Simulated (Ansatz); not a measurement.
A run for Ansatz (a first-principles code): R-B2PLYP/def2-TZVPPD on CH3NO (SMILES NC=O) with ghost functions. Files ending in .json are basis or fitting sets from the Basis Set Exchange.

Ansatz 0.2 input:
```yaml
crystal:
  periodic: [false, false, false]
  atoms:
    - {symbol: C, position_ang: [-2.01864900, 0.05288300, 0.00000000]}
    - {symbol: O, position_ang: [-1.45220000, 1.14363400, 0.00000000]}
    - {symbol: N, position_ang: [-1.40777000, -1.14248400, 0.00000000]}
    - {symbol: H, position_ang: [-1.96459600, -1.97703600, 0.00000000]}
    - {symbol: H, position_ang: [-0.38724400, -1.20778200, 0.00000000]}
    - {symbol: H, position_ang: [-3.11706100, -0.01370100, 0.00000000]}
basis:
  gaussian:
    orbitals: def2-TZVPPD.json
    ghost_atoms:
      - {symbol: C, position_ang: [2.01864900, -0.05288300, 0.00000000]}
      - {symbol: O, position_ang: [1.45220000, -1.14363400, 0.00000000]}
      - {symbol: N, position_ang: [1.40777000, 1.14248400, 0.00000000]}
      - {symbol: H, position_ang: [1.96459600, 1.97703600, 0.00000000]}
      - {symbol: H, position_ang: [0.38724400, 1.20778200, 0.00000000]}
      - {symbol: H, position_ang: [3.11706100, 0.01370100, 0.00000000]}
hamiltonian:
  xc: {name: B2PLYP}
magnetization: {spin_polarized: false}
correlation: {electrons: outside_noble_gas}
scf: {lower_state_search: off}
```

Program output:

```
WARN ansatz: RAYON_NUM_THREADS=6 ignored (pool sized by the plan → 6); use --threads N
Functional definition: B2PLYP
these checks for a lower state are left out or cut short: stability, starts, cluster_reference, orbital_swaps, neighbouring_geometries, increment
integrals: 1.25 GiB planned
1973 factors; integrals over basis functions are off by at most 1.0e-3 eV
mean field: 2.19 GiB planned
mean field evaluation 1: about -4611.7800 eV, gradient 5.1e1 eV
mean field evaluation 2: about -4611.7796 eV, gradient 5.1e1 eV
mean field evaluation 4: about -4616.1501 eV, gradient 1.0e1 eV
mean field evaluation 8: about -4616.3377 eV, gradient 5.0e-1 eV
mean field evaluation 16: about -4616.3385 eV, gradient 5.0e-5 eV
mean field -4616.33851125 eV, -169.6473112217 hartree, gradient 9.2e-6 eV, S^2 0.000000; 0 other end points of the search recorded, 0 dependent functions left out
3 core orbitals not correlated
reference -4616.33866151 eV, -169.6473167436 hartree; 9, 9 occupied and 318, 318 virtual orbitals, 1973 factors
second order -20.12783941 eV of doubles, -0.00000000 eV of singles
Total energy: -4621.77317814 eV, -169.8470315464 hartree
Checks for a lower state left out: stability, starts, cluster_reference, orbital_swaps, neighbouring_geometries, increment
```

Self-consistency was reached.

Cost: roughly 13 core-seconds.
